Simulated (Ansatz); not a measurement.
Working through a ladder of basis sets of C2H5B (charge -1), SMILES [BH2-]C=C

With Ansatz 0.2.0 through its Python package.

Run as a notebook:

```python
import ansatz as az
```

```python
FUNCTIONAL = "b3lyp"
NET_CHARGE = -1

geometry_ang = [
    ("B", (1.2043, 0.485, 0.3146)),
    ("C", (-0.1167, -0.3742, 0.2672)),
    ("C", (-1.2246, 0.0917, -0.3124)),
    ("H", (1.5809, 0.7085, -0.7939)),
    ("H", (2.051, -0.1099, 0.9053)),
    ("H", (-0.1219, -1.36, 0.7216)),
    ("H", (-1.2501, 1.0758, -0.7724)),
    ("H", (-2.1229, -0.5168, -0.33)),
]
geometry = az.Crystal.molecule()
for symbol, xyz in geometry_ang:
    geometry = geometry.atom(symbol, xyz)
```

```python
calc = geometry.calculation().functional(FUNCTIONAL).charge(NET_CHARGE).spin("collinear", total=1)
```

```python
energies = {}
for basis in ["STO-3G", "6-31G", "6-31G*", "def2-SVP", "def2-SVPD", "def2-TZVP", "def2-TZVPP"]:
    r = calc.basis(gaussian=basis).run(threads=1).report
    size = r["n_frozen"] + r["n_occupied"][0] + r["n_virtual"][0]
    energies[basis] = (r["reference_energy_ev"] / 27.211386246, r["free_energy_ev"] / 27.211386246)
    print(f"{basis:14s} {size:4d} orbitals  reference {energies[basis][0]:14.6f} Ha  total {energies[basis][1]:14.6f} Ha")
```

    STO-3G           20 orbitals  reference    -102.606952 Ha  total    -102.606952 Ha
    6-31G            37 orbitals  reference    -103.964499 Ha  total    -103.964499 Ha
    6-31G*           55 orbitals  reference    -103.986630 Ha  total    -103.986630 Ha
    def2-SVP         67 orbitals  reference    -103.923295 Ha  total    -103.923295 Ha
    def2-SVPD       100 orbitals  reference    -103.940340 Ha  total    -103.940340 Ha
    def2-TZVP       123 orbitals  reference    -104.052444 Ha  total    -104.052444 Ha
    def2-TZVPP      163 orbitals  reference    -104.054256 Ha  total    -104.054256 Ha

```python
last = energies["def2-TZVPP"][1]
for basis, (_, total) in energies.items():
    print(f"{basis:14s} lies {27.211386 * (total - last):9.4f} eV above def2-TZVPP")
```

    STO-3G         lies   39.3831 eV above def2-TZVPP
    6-31G          lies    2.4424 eV above def2-TZVPP
    6-31G*         lies    1.8402 eV above def2-TZVPP
    def2-SVP       lies    3.5636 eV above def2-TZVPP
    def2-SVPD      lies    3.0998 eV above def2-TZVPP
    def2-TZVP      lies    0.0493 eV above def2-TZVPP
    def2-TZVPP     lies    0.0000 eV above def2-TZVPP

Against STO-3G: 6-31G -1357.5 mHa, 6-31G* -1379.7 mHa, def2-SVP -1316.3 mHa, def2-SVPD -1333.4 mHa, def2-TZVP -1445.5 mHa and def2-TZVPP -1447.3 mHa. The last step alone is -1.81 mHa (these two sets differ little on atoms other than hydrogen). From the first set to the last the time grows from 0.9 to 6.0 s.

Notes:
- The drop along the ladder measures the basis error, and is no property of the molecule.
- The geometry is a force-field or estimated start, not a minimum of this method, and the last set is no limit. Much of the fall in a total is atomic energy, which cancels in bond and reaction energies.
- The species is open-shell (spin multiplicity 2).
- b3lyp holds the VWN-RPA fit, as in Gaussian; the form of ORCA and Turbomole is b3lyp5.
- Totals across families of basis sets mostly measure their core functions.
- Wall time of the script: 22 s on 1 thread of Arm Neoverse V1 (shared host), peak memory 0.34 GiB.
